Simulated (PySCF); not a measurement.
## Beryllium: a sound run and one with changed settings

Sound run: Be [He] 2s2, Be⁺ [He] 2s1. All numbers are calculated (PySCF 2.14, scalar relativity by spin-free X2C-1e, in x2c-SVPall). In the sound run the correlated levels freeze 1s2. The sound run starts from symmetry-adapted Hartree-Fock orbitals and uses a fine grid where one is needed.

Changed run: all electrons correlated in a basis built for the valence shell.

| species | method | sound run (hartree) | changed run (hartree) | converged |
| --- | --- | --- | --- | --- |
| Be | MP2 | -14.57823 | -14.57897 | yes |
| Be | CCSD(T) | -14.60039 | -14.60094 | yes |
| Be⁺ | MP2 | n/a | -14.26387 | yes |
| Be⁺ | CCSD(T) | n/a | -14.26393 | yes |

Ionisation energy of Be:

```tsv
method	sound run (eV)	changed run (eV)
UHF	7.970	7.970
MP2	8.569	8.574
SCS-MP2	8.689	8.695
CCSD	9.172	9.170
CCSD(T)	9.172	9.171
```

A valence basis has no tight correlating functions, so it recovers only part of the core correlation, and not evenly between atom and ion.

For comparison, NIST gives 9.323 eV between the lowest levels.
